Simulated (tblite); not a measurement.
Species: C4H6FO (doublet state).
Numbering: `[CH3:1][C:2]([F:3])[CH2:4][CH:5]=[O:6]` (hydrogens: H7, H8, H9 on C1; H10, H11 on C4; H12 on C5)

A start from a force field or distance geometry was refined with tblite, GFN2-xTB geometry optimisation, gas phase. Values at the start:

```json
{"coordinate": "C1–C2", "start": "1.491 Å"}
{"coordinate": "C1–H7", "start": "1.090 Å"}
{"coordinate": "C1–H8", "start": "1.096 Å"}
{"coordinate": "C2–F3", "start": "1.360 Å"}
{"coordinate": "C2–C4", "start": "1.482 Å"}
{"coordinate": "C4–C5", "start": "1.492 Å"}
{"coordinate": "C4–H10", "start": "1.109 Å"}
{"coordinate": "C5=O6", "start": "1.238 Å"}
{"coordinate": "C5–H12", "start": "1.102 Å"}
{"coordinate": "C1–C2–F3", "start": "119.0°"}
{"coordinate": "C1–C2–C4", "start": "121.0°"}
{"coordinate": "C2–C4–C5", "start": "108.3°"}
{"coordinate": "F3–C2–C4", "start": "119.9°"}
{"coordinate": "C4–C5–O6", "start": "123.0°"}
{"coordinate": "C1–C2–C4–C5", "start": "-84°"}
{"coordinate": "C2–C4–C5–O6", "start": "104°"}
```

**Question.** How do these coordinates change at the GFN2-xTB level?

**Answer.** 
```csv
coordinate,GFN2-xTB (Å or °),change
C4–C5,1.522,+0.030
C5=O6,1.210,-0.028
C4–H10,1.086,-0.023
C1–C2,1.473,-0.018
C2–F3,1.349,-0.011
C2–C4,1.471,-0.011
C1–H7,1.087,-0.003
C5–H12,1.100,-0.002
C1–H8,1.096,0.000
C2–C4–C5,92.8,-15.5
C1–C2–C4,124.5,+3.5
F3–C2–C4,116.6,-3.3
C1–C2–F3,117.4,-1.6
C4–C5–O6,123.7,+0.7
C2–C4–C5–O6,86,-18
C1–C2–C4–C5,-78,+6
```

The energy falls by 0.239 eV over 84 L-BFGS steps, the largest force on an atom goes from 2.86 to 0.005 eV/Å, and the atoms move by 0.293 Å rms after alignment. The bond that changes most is C4–C5 (ends: carbon bonded to 2 C and 2 H; carbon bonded to C, O and H), which lengthens by 0.030 Å. Bonds longer at the end by more than 0.005 Å: 1 of 11; shorter: 6. Among the dihedrals that turn most is H10–C4–C5–O6, from -136° to -157°. Rotational constants go from 6243, 2219, 1859 to 5527, 2828, 2351 MHz.

Time: 0.27 s wall. Hardware: one thread, Arm Neoverse V2 (aarch64), no GPU, shared host.

Its GFN2-xTB frequencies are all real (lowest 115 cm⁻¹). 2 starts were optimised and ended at 0.00 and 0.77 kcal/mol (GFN2-xTB); the lowest of these is shown.

One conformer stands for the species.

These are computed values.
